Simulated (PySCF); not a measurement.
Molecule: SMILES C[C]=O (C₂H₃O), doublet. Atoms near the plane z = 0.0 Å, at the B3LYP/def2-SVP optimised geometry (x, y, z in Å): C1 (-0.9, -0.2, 0.0), C2 (0.6, -0.2, 0.0), O3 (1.3, -0.7, -0.8), H4 (-1.3, 0.8, 0.0), H5 (-1.3, -0.7, 0.9), H6 (-1.3, -0.8, -0.9).

Computed with unrestricted B3LYP/def2-TZVP in PySCF. Cells within 0.4 Å of a nucleus heavier than hydrogen are left out (blank, or x). The values are rescaled to run from 0 to 1.

```
|000000000000000000000000000|
|000000000000000000000000000|
|000000000000000000000000000|
|000000000000000000000000000|
|000000000000000000000000000|
|000000000000000000000000000|
|000000000000000000000000000|
|000000000000000000000000000|
|000000000000000000000000000|
|000000000000000010000000000|
|000000000000001121100000000|
|000000000000001343100000000|
|000000000011001795200000000|
|000000000xx5200xx6100000000|
|000000011xxx42xxx3000000000|
|000000001xx5422xx0000000000|
|000000000012210000000000000|
|000000000000000000000000000|
|000000000000000000000000000|
|000000000000000000000000000|
|000000000000000000000000000|
|000000000000000000000000000|
|000000000000000000000000000|
|000000000000000000000000000|
|000000000000000000000000000|
|000000000000000000000000000|
|000000000000000000000000000|
```
Scale: ten equal steps from 0.000 (start of '0') to 1.00 (end of '9'), in the order '0123456789'; x runs from -3.50 to 3.50, y from -3.50 (bottom) to 3.50 (top).

Which quantity is mapped?
A) spin density
B) log10 of the electron density
C) an orbital amplitude
D) electrostatic potential

A, spin density. In full: spin density (e/bohr³).
